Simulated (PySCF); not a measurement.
**Löwdin shares of the frontier orbitals**

Compound: diiminomethane, CH2N2.
Atom-mapped SMILES: `[NH:1]=[C:2]=[NH:3]` (hydrogens: H4 on N1; H5 on N3)

Cartesian coordinates in Å at the PBE0-D3(BJ)/def2-TZVP level; atoms count from 1:
```xyz
5
CH2N2 angstrom
N     -1.128   -0.506    0.001
C      0.039   -0.158   -0.017
N      1.242    0.011   -0.075
H     -1.824    0.065   -0.457
H      1.704    0.555    0.640
```

Computed, not measured: PySCF, TDDFT CAM-B3LYP/aug-cc-pVTZ, vertical, gas phase, core orbitals frozen in the response. Geometry: PBE0-D3(BJ)/def2-TZVP; no solvent, vibrations or thermal averaging.

Kohn–Sham orbitals with the atoms that hold most of them (Löwdin shares over 4%, at most four atoms):

| orbital | ε (eV) | atoms |
| --- | --- | --- |
| LUMO+2 | 1.37 | C2 54%, N1 18%, N3 18%, H5 5% |
| LUMO+1 | 0.54 | H4 37%, H5 37%, C2 12%, N1 7% |
| LUMO | 0.06 | H5 43%, H4 42%, C2 7% |
| HOMO | -9.73 | N1 37%, N3 37%, C2 16%, H4 5% |
| HOMO-1 | -9.74 | N3 37%, N1 37%, C2 16%, H5 5% |
| HOMO-2 | -13.28 | C2 34%, N3 29%, N1 29%, H5 4% |
| HOMO-3 | -13.48 | C2 36%, N1 28%, N3 28%, H4 4% |

Problem. How does S1 compare with the orbital gap of 9.78 eV?

Solution. S1 is at 6.66 eV (f = 0.0010), 3.12 eV below the gap, made of HOMO-1→LUMO+2 (31%), HOMO→LUMO+5 (27%), HOMO-1→LUMO+4 (14%). Its leading pair isn't HOMO and LUMO; the energies of that pair differ by 11.11 eV. Without the coupling terms of the response equations the lowest excitation would equal the gap.

Next come S2 at 6.84 eV (f 0.0003), HOMO-1→LUMO (82%); S3 at 6.85 eV (f 0.0008), HOMO→LUMO (75%), HOMO→LUMO+2 (9%); S4 at 6.96 eV (f 0.0023), HOMO-1→LUMO+5 (24%), HOMO→LUMO+2 (23%), HOMO→LUMO+6 (12%); S5 at 6.98 eV (f 0.0001), HOMO→LUMO+5 (27%), HOMO-1→LUMO+2 (24%), HOMO→LUMO+1 (12%).
